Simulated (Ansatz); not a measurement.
Equilibrium lattice constant a of some phosphides, arsenides and antimonides, all zinc-blende

Method: LC-ωPBE (Ansatz, a program for electronic structure, PAW). References are measured values corrected to a static lattice.

Values in Å.

```json
[
 {"solid": "zinc-blende BP", "reference": "4.525", "LC-ωPBE": "4.494", "error (%)": "-0.69"},
 {"solid": "zinc-blende AlAs", "reference": "5.649", "LC-ωPBE": "5.616", "error (%)": "-0.58"},
 {"solid": "zinc-blende GaAs", "reference": "5.64", "LC-ωPBE": "5.573", "error (%)": "-1.19"},
 {"solid": "zinc-blende InAs", "reference": "6.047", "LC-ωPBE": "5.986", "error (%)": "-1.01"},
 {"solid": "zinc-blende GaP", "reference": "5.439", "LC-ωPBE": "5.381", "error (%)": "-1.07"},
 {"solid": "zinc-blende AlP", "reference": "5.451", "LC-ωPBE": "5.430", "error (%)": "-0.39"},
 {"solid": "zinc-blende InP", "reference": "5.858", "LC-ωPBE": "5.804", "error (%)": "-0.92"}
]
```

Over these 7 solids the mean error is -0.83 %, the mean absolute error 0.83 % (median 0.92 %), and the worst case zinc-blende GaAs at -1.19 %; the value is too low in 7 of 7 cases.

All these references are brought to a static lattice.

Spin–orbit coupling is left out, also for the solids with elements from indium on (zinc-blende InAs, zinc-blende InP); its size isn't shown.

Differences are worked out from the printed values.

Ansatz's density-functional and Hartree–Fock values are scalar-relativistic unless marked +SOC, with PAW data made under PBE.

Not in this set, of the phosphides, arsenides and antimonides with a reference value in our tables and a result at some level: 15 for a reference at room or unstated temperature; 1 for no value at LC-ωPBE (not run, a failed fit, an unstable or unbound cell, or a value held back for tests). These can be a level's best or worst cases. At least 3 more with a reference value are held back for tests. Solids without a released value at any level aren't counted. Layered and molecular crystals are counted apart.

References as tabulated in Mejia-Rodriguez and Trickey (2018), arXiv:1807.09216.
